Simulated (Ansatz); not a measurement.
Relaxation of H$_{8}$OSi$_{2}$ (11 atoms, charge 0, multiplicity 1), to a largest force component of 0.03 eV/Å in at most 50 steps.

The calculation used Ansatz, RKS PBE0-D4/6-31G*.

```xyz
11
Properties=species:S:1:pos:R:3
Si 0.273 0.011 0.124
Si 0.186 0.015 2.378
H -1.084 -0.507 2.983
H 1.265 -0.859 2.932
H 0.396 1.390 2.919
H 1.725 -0.013 -0.250
H -0.311 1.227 -0.494
H -0.321 -1.231 -0.443
O -2.535 0.158 0.758
H -2.931 -0.535 0.211
H -2.353 -0.287 1.617
```

Task: Where does it end, and by what steps?

Result: The run converged. The force dipped under the threshold on the way, but the program's further checks kept it going. After 29 steps the energy has fallen by 0.172 eV; H10 moved furthest, 1.39 Å.

```json
{"step": "0", "energy less start (eV)": "0.0000", "largest force component (eV/Å)": "1.199", "accepted": "yes"}
{"step": "2", "energy less start (eV)": "-0.0848", "largest force component (eV/Å)": "1.098", "accepted": "no"}
{"step": "4", "energy less start (eV)": "-0.1032", "largest force component (eV/Å)": "0.400", "accepted": "yes"}
{"step": "6", "energy less start (eV)": "-0.1046", "largest force component (eV/Å)": "0.165", "accepted": "no"}
{"step": "8", "energy less start (eV)": "-0.1111", "largest force component (eV/Å)": "0.352", "accepted": "yes"}
{"step": "10", "energy less start (eV)": "-0.1237", "largest force component (eV/Å)": "0.099", "accepted": "yes"}
{"step": "12", "energy less start (eV)": "-0.0912", "largest force component (eV/Å)": "1.321", "accepted": "no"}
{"step": "14", "energy less start (eV)": "-0.1322", "largest force component (eV/Å)": "0.363", "accepted": "yes"}
{"step": "16", "energy less start (eV)": "-0.1411", "largest force component (eV/Å)": "0.835", "accepted": "no"}
{"step": "18", "energy less start (eV)": "-0.1534", "largest force component (eV/Å)": "0.278", "accepted": "yes"}
{"step": "20", "energy less start (eV)": "-0.1594", "largest force component (eV/Å)": "0.084", "accepted": "yes"}
{"step": "22", "energy less start (eV)": "-0.1643", "largest force component (eV/Å)": "0.323", "accepted": "yes"}
{"step": "24", "energy less start (eV)": "-0.1689", "largest force component (eV/Å)": "0.058", "accepted": "yes"}
{"step": "26", "energy less start (eV)": "-0.1655", "largest force component (eV/Å)": "0.567", "accepted": "no"}
{"step": "28", "energy less start (eV)": "-0.1720", "largest force component (eV/Å)": "0.081", "accepted": "yes"}
{"step": "29", "energy less start (eV)": "-0.1725", "largest force component (eV/Å)": "0.004", "accepted": "yes"}
```

```xyz
11
Properties=species:S:1:pos:R:3
Si 0.316 -0.218 0.114
Si 0.218 0.022 2.438
H -0.578 -1.072 3.058
H 1.597 -0.052 3.013
H -0.350 1.344 2.819
H 1.722 -0.359 -0.375
H -0.264 0.964 -0.591
H -0.421 -1.431 -0.347
O -2.481 0.106 1.224
H -2.673 0.785 0.564
H -2.775 -0.719 0.817
```

Whether the end is a true minimum wasn't checked by a vibrational analysis.

Run time: 98 s on 1 thread of Arm Neoverse V1 (shared host), peak memory 0.13 GiB.
